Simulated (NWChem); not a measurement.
**One shape, several levels: H2S (hydrogen sulfide)**

We compute a comparison of 4 runs (HF/STO-3G, HF/3-21G, B3LYP/6-31G*) of H2S (hydrogen sulfide). 

The calculation is run with NWChem 7.3.0.

1 further run of the same task is left out (set aside as unsound or not needed).

**1. The molecule**

H2S has 3 atoms, charge 0, and is taken as a singlet. As SMILES, `S`. Geometry: relaxed at PBE0-D4/def2-TZVP.

Bond lengths: S1–H2 1.341 Å, S1–H3 1.341 Å. Angles: H2–S1–H3 92.3°.

**2. Energy and forces at HF/STO-3G (run 1)**

work.nw

```
start work
memory total 2200 mb

geometry units angstrom noautosym nocenter noautoz
S     0.495500   -0.280600    0.243900
H     0.097900    0.997700    0.162400
H    -0.593400   -0.717100   -0.406300
end

basis spherical bse
S library STO-3G
H library STO-3G
end

scf
thresh 1e-08
maxiter 80
end

task scf gradient
```

Run with:

```
$ nwchem work.nw > work.out
```

What it wrote:

```text
[...]
  functions       =    11
[...]
  wavefunction    = RHF
[...]
         Total SCF energy =   -394.311408910068
      One-electron energy =   -573.833503727218
      Two-electron energy =    166.623014403928
 Nuclear repulsion energy =     12.899080413221
        Time for solution =      0.1s
[...]
                         RHF ENERGY GRADIENTS
    atom               coordinates                        gradient
                 x          y          z           x          y          z
   1 S       0.936359  -0.530257   0.460904    0.010557  -0.005933   0.005202
   2 H       0.185004   1.885380   0.306892   -0.002990   0.008593  -0.000724
   3 H      -1.121363  -1.355123  -0.767796   -0.007567  -0.002661  -0.004478
[...]
```

It took 0.73 s on 1 thread of Intel Xeon 6975P-C (Granite Rapids), shared host; peak memory 0.097 GiB.

**3. Energy and forces at HF/3-21G (run 2)**

h2s.xyz

```xyz
3

S      0.495500    -0.280600     0.243900
H      0.097900     0.997700     0.162400
H     -0.593400    -0.717100    -0.406300
```

h2s.nw

```
start h2s
memory total 2200 mb
geometry units angstroms noautosym nocenter noautoz
  load format xyz h2s.xyz
end
basis spherical bse
  * library 3-21G
end
scf
  nopen 0
  rhf
  thresh 1e-08
  maxiter 80
  print medium
end
task scf gradient
```

Run with:

```
$ nwchem h2s.nw > h2s.out
```

What it wrote:

```text
[...]
  functions       =    17
[...]
  wavefunction    = RHF
[...]
         Total SCF energy =   -396.704144153411
      One-electron energy =   -574.187892745695
      Two-electron energy =    164.584668179063
 Nuclear repulsion energy =     12.899080413221
        Time for solution =      0.1s
[...]
                         RHF ENERGY GRADIENTS
    atom               coordinates                        gradient
                 x          y          z           x          y          z
   1 S       0.936359  -0.530257   0.460904   -0.000001   0.000034   0.000003
   2 H       0.185004   1.885380   0.306892   -0.002818  -0.007043  -0.002324
   3 H      -1.121363  -1.355123  -0.767796    0.002819   0.007009   0.002321
[...]
```

It took 0.69 s on 1 thread of Intel Xeon 6975P-C (Granite Rapids), shared host; peak memory 0.099 GiB.

**4. Energy and gradient at B3LYP/6-31G(d) (spherical functions) (run 3)**

a.nw

```
start a
title "H2S gradient"
memory stack 880 mb heap 220 mb global 1100 mb
charge 0
geometry units angstrom noautosym nocenter noautoz
  S      0.495500    -0.280600     0.243900
  H      0.097900     0.997700     0.162400
  H     -0.593400    -0.717100    -0.406300
end
basis spherical bse
  S library 6-31G*
  H library 6-31G*
end
dft
  xc b3lyp
  grid xfine
  convergence energy 1e-08
  maxiter 100
  mulliken
  noprint "final vectors analysis"
end
task dft gradient
```

Run with:

```
$ nwchem a.nw > a.out
```

What it wrote:

```text
[...]
          Wavefunction type:  closed shell.
          No. of atoms     :     3
          No. of electrons :    18
[...]
          Charge           :     0
          Spin multiplicity:     1
[...]
          AO basis - number of functions:    22
[...]
              XC Information
              --------------
                         B3LYP Method XC Potential
                     Hartree-Fock (Exact) Exchange  0.200
                        Slater Exchange Functional  0.800 local
                    Becke 1988 Exchange Functional  0.720 non-local
              Lee-Yang-Parr Correlation Functional  0.810
                  VWN I RPA Correlation Functional  0.190 local
[...]
 d= 0,ls=0.0,diis     1   -399.3615419143 -4.12D+02  2.29D-02  1.37D-01     0.3
[...]
 d= 0,ls=0.0,diis     7   -399.3824116720 -1.27D-09  9.36D-08  3.49D-12     1.5
         Total DFT energy =     -399.382411672004
      One electron energy =     -576.708808667688
           Coulomb energy =      190.861608779813
    Exchange-Corr. energy =      -26.434292197350
 Nuclear repulsion energy =       12.899080413221
[...]
  wavefunction    = closed shell
                         DFT ENERGY GRADIENTS
    atom               coordinates                        gradient
                 x          y          z           x          y          z
   1 S       0.936359  -0.530257   0.460904   -0.003962   0.002278  -0.001947
   2 H       0.185004   1.885380   0.306892    0.000680  -0.004404  -0.000101
   3 H      -1.121363  -1.355123  -0.767796    0.003283   0.002126   0.002048
[...]
```

It took 2.4 s on 1 thread of Intel Xeon 6975P-C (Granite Rapids), shared host; peak memory 0.11 GiB.

**5. Energy and gradient at B3LYP/6-31G(d) (Cartesian functions) (run 4)**

run.py

```python
from ase import Atoms
from ase.calculators.nwchem import NWChem

mol = Atoms(['S', 'H', 'H'], positions=[
    [0.495500, -0.280600, 0.243900],
    [0.097900, 0.997700, 0.162400],
    [-0.593400, -0.717100, -0.406300],
])

calc = NWChem(
    label='h2s',
    theory='dft',
    memory='2200 mb',
    basis='6-31G*',
    dft={'xc': 'b3lyp', 'mult': '1', 'grid': 'xfine', 'convergence': 'energy 1e-08', 'iterations': '100', 'mulliken': None},
)
mol.calc = calc

forces = mol.get_forces()
e = mol.get_potential_energy()
print(f"E = {e:.6f} eV")
print("forces (eV/A):")
for s, f in zip(mol.symbols, forces):
    print(f"{s:2s} {f[0]:10.5f} {f[1]:10.5f} {f[2]:10.5f}")
print("dipole (e A):", mol.get_dipole_moment().round(4))
```

Run with:

```
$ export ASE_NWCHEM_COMMAND="nwchem PREFIX.nwi > PREFIX.nwo"
$ python run.py
```

What it wrote:

```text
E = -10867.829089 eV
forces (eV/A):
S     0.20610   -0.11848    0.10125
H    -0.03605    0.22723    0.00468
H    -0.17000   -0.10876   -0.10593
dipole (e A): [-0.2381  0.1349 -0.1172]
```

The calculator wrote h2s.nwi:

```
title "h2s"

permanent_dir h2s

scratch_dir h2s

start h2s

geometry units angstrom nocenter noautosym noautoz
  S  4.9550000000000000e-01 -2.8060000000000002e-01 2.4390000000000001e-01
  H  9.7900000000000001e-02 9.9770000000000003e-01 1.6239999999999999e-01
  H  -5.9340000000000004e-01 -7.1709999999999996e-01 -4.0629999999999999e-01
end

memory 2200 mb

basis noprint
   * library 6-31G*
end

dft
  xc b3lyp
  mult 1
  grid xfine
  convergence energy 1e-08
  iterations 100
  mulliken
end

task dft gradient
```

h2s.nwo:

```text
Northwest Computational Chemistry Package (NWChem) 7.3.0
             --------------------------------------------------------

           Job information
           ---------------

    nwchem branch   = 7.3.0
    use scalapack   = T
    input           = h2s.nwi
    prefix          = h2s.
    data base       = h2s/h2s.db
    status          = startup
    nproc           =        1

           Memory information
           ------------------

[... 5 lines left out ...]
    hardfail = no
[... 84 lines left out ...]
  convergence criterion.
[... 41 lines left out ...]
          Spatial weights used:  Erf1
[... 32 lines left out ...]
 1-e energy   =    -575.723455
[... 42 lines left out ...]
           Coulomb energy =      190.773202666237
[... 238 lines left out ...]
          Convergence on density requested:  1.00D-05
[... 27 lines left out ...]
          total energy or number of iterations.
[... 34 lines left out ...]
                 ----------------------------------------
                 |  Time  |  1-e(secs)   |  2-e(secs)   |
                 ----------------------------------------
                 |  CPU   |       0.00   |       0.08   |
                 ----------------------------------------
                 |  WALL  |       0.00   |       0.08   |
                 ----------------------------------------

 Task  times  cpu:        1.9s     wall:        1.9s
 Total times  cpu:        1.9s     wall:        1.9s
```

Wall time 2.9 s (1 thread of Intel Xeon 6975P-C (Granite Rapids), shared host); peak memory 0.11 GiB.

**6. Overview of the runs**

```csv
run,level,iteration cap,module,energy (Eh),dipole moment (D),HOMO energy (eV),LUMO energy (eV),wall time
1,HF/STO-3G,80,scf,-394.311409,1.01,-7.55,12.67,0.73 s
2,HF/3-21G,80,scf,-396.704144,1.81,-10.69,4.89,0.69 s
3,B3LYP/6-31G* (spherical functions),100,dft,-399.382412,1.43,–,–,2.4 s
4,B3LYP/6-31G* (Cartesian functions),100,dft,-399.385356,1.43,-7.12,0.57,2.9 s
```

**7. Outcome**

| quantity | value |
| --- | --- |
| run 4: total energy | -399.38536 Eh |
| run 4: dipole moment | 1.43 D |
| run 4: HOMO energy | -7.12 eV |
| run 4: LUMO energy | 0.57 eV |
| run 4: HOMO–LUMO gap | 7.69 eV |
| run 4: largest force on an atom | 0.258 eV/Å |

What this shows: The dipole moment (its size) runs from 1.01 D (HF/STO-3G) to 1.81 D (HF/3-21G). Over runs 1, 2, 4 the HOMO–LUMO gap runs from 7.69 eV (B3LYP/6-31G*) to 20.22 eV (HF/STO-3G). The two ends differ in method and basis. In run 1 the basis is minimal, so the values are rough. All runs together took 6.7 s, the longest 2.9 s.
